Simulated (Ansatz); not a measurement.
Start from MgSe in the rock salt structure (space group Fm-3m, No. 225; a = 5.472 Å).

Computed with DFT with r2SCAN, PAW potentials and a 500 eV plane-wave cutoff in Ansatz (a first-principles code), no spin-orbit coupling.

The change: every Se is replaced by O, then cell and atoms are relaxed.

Measured lattice parameter a: MgSe 5.46 Å (room temperature; as listed in M J Lucero, T M Henderson, G E Scuseria, Journal of Physics Condensed Matter (2012)); MgO 4.189 Å (static lattice; corrected from measurement; as listed in Daniel Mejia-Rodriguez, S. B. Trickey, Phys. Rev. B (2018)).

Task: How well does r2SCAN reproduce the measured shift?

Result: With r2SCAN the lattice parameter a moves by -1.268 Å (5.472 → 4.204) against -1.271 Å measured. The two measured values stand on different bases (one corrected, one not), which blurs small differences.

Stability against distortions was not tested.
